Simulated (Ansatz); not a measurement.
**SiF− (singlet): from Hartree-Fock to the top rungs at distance Si1–F2 = 1.692 Å, aug-cc-pVDZ**

An exercise on one series of results from a longer session: the logs are not shown, and one member is left open.

The runs use Ansatz 0.2.0, Gaussian basis; aug-cc-pVDZ, core rule «outside noble gas», up to 6 orbitals frozen.

The runs, in order: UHF; CCSD(T) on RHF; CCSD(T) on UHF; BCCD(T) on RHF; CISD; CCSDT(Q) on RHF; CCSDT(Q) on UHF; CASSCF and MRCISD+Q, 2 electrons in 2 orbitals; CASSCF and NEVPT2, 2 electrons in 2 orbitals.

35 further runs of the same task are left out: 18 for a known fault of the program, 2 for a mislabelled method, 9 that didn't finish, 6 set aside as unsound or not needed.

## The system

The geometry derives from a PBE0/def2-TZVPD stationary point (not a proven minimum). One bond is set to the value named and the two fragments are kept rigid.

2 atoms, charge -1, spin multiplicity 1.

Atoms are counted from 1 here; the program's logs count them from 0.

Bond lengths: Si1–F2 1.692 Å.

Set-up of the first run:

in.yaml

```yaml
crystal:
  periodic: [false, false, false]
  atoms:
    - {symbol: Si, position_ang: [0.000000, 0.000000, 0.000000]}
    - {symbol: F, position_ang: [0.000000, 0.000000, 1.691600]}
basis:
  gaussian: {orbitals: aug-cc-pVDZ}
total_charge: -1
magnetization: {spin_polarized: true, initial_magnetization: 0}
hamiltonian: {xc: hf}
output: {orbitals: {seedname: orbitals}}
```

Command:

```sh
$ ansatz run in.yaml --threads 1 --pin off --events-out ev --progress --plain --max-ram 2393MiB
```

Steps of the session up to this table: UHF; CCSD(T) on RHF; CCSD(T) on UHF; BCCD(T) on RHF; CISD; CCSDT(Q) on RHF; CCSDT(Q) on UHF; CASSCF and MRCISD+Q, 2 electrons in 2 orbitals; CASSCF and NEVPT2, 2 electrons in 2 orbitals.

One table of the session follows, with a row left open; its other results are not shown here.

```
   method  from RCCSDT(Q) (meV)
      RHF               +9025.0
      UHF               +7963.9
     RMP2                +996.5
     UMP2                +416.1
     CISD               +1257.9
    RCCSD                     ?
    UCCSD                 -90.5
 RCCSD(T)                +191.1
 UCCSD(T)                -353.5
  BCCD(T)                +184.1
   RCCSDT                 +76.6
   UCCSDT                -548.5
RCCSDT(Q)                     0
UCCSDT(Q)                -633.2
```

Estimate the missing values for RCCSD.

As computed: from RCCSDT(Q) (meV): +465.9. In the column «from RCCSDT(Q) (meV)» it lies between UMP2 (+416.1) and RMP2 (+996.5).

Left out of the table: CASSCF pair, NEVPT2 pair, MRCISD pair, MRCISD+Q pair (the active space lost an orbital or holds another state than full CI finds).

Limits of these values: The determinant is far from a pure spin state, so its energy mixes those of several spin states (harmless only where they are near-degenerate, as at dissociation). The report flags that the cluster equations may have other roots. The program flags UCCSD(T), RCCSDT(Q), UCCSDT(Q) as in doubt, so the zero of the table is itself unsure. Warnings: restricted reference is unstable; spin contamination. Restricted and unrestricted rows rest on different reference determinants; where their highest levels disagree by more than a few hundredths of an eV, they describe different states and don't form one ladder. Warnings in the runs' records: passed over end.
